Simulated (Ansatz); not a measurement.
**CHS (quartet): the correlation ladder, def2-QZVPP**

The task here is to estimate one member of a computed series from the others.

Program: Ansatz 0.2.0, Gaussian basis. Level of theory: def2-QZVPP, core rule «outside noble gas», up to 6 orbitals frozen. These are calculated values, not measurements.

Plan: UHF; ROHF; CCSD(T) on UHF.

2 further runs of the same task are left out: 2 set aside as unsound or not needed.

### The geometry

The geometry is a PBE0/def2-TZVP stationary point (not a proven minimum) of the parent state, kept for this charge and spin.

3 atoms, charge 0, spin multiplicity 4.

Atoms are counted from 1 here; the program's logs count them from 0.

Bond lengths: C1–S2 1.638 Å, S2–H3 1.374 Å. Angles: C1–S2–H3 103.4°.

The first run:

in.yaml

```yaml
crystal:
  periodic: [false, false, false]
  atoms:
    - {symbol: C, position_ang: [0.000000, 0.080818, 1.206103]}
    - {symbol: S, position_ang: [0.000000, -0.069018, -0.424614]}
    - {symbol: H, position_ang: [0.000000, 1.232583, -0.864020]}
basis:
  gaussian: {orbitals: "def2-QZVPP.json"}
magnetization: {spin_polarized: true, initial_magnetization: 3}
hamiltonian: {xc: hf}
output: {orbitals: {seedname: orbitals}}
```

On the command line:

```console
> ansatz run in.yaml --threads 1 --pin off --events-out ev --progress --plain --max-ram 2393MiB
```

Steps of the session up to this table: UHF; ROHF; CCSD(T) on UHF.

One table of the session follows, with a row left open; its other results are not shown here.

It belongs to the step «Misses and costs». 

```
  method  from UCCSD(T) (kJ/mol)
    ROHF                  +835.8
     UHF                       ?
    UMP2                  +116.0
   UCCSD                   +37.7
UCCSD(T)                       0
```

Q: Estimate the row for UHF from the others.

As computed: from UCCSD(T) (kJ/mol): +818.8. In the column «from UCCSD(T) (kJ/mol)» it lies between UMP2 (+116.0) and ROHF (+835.8).
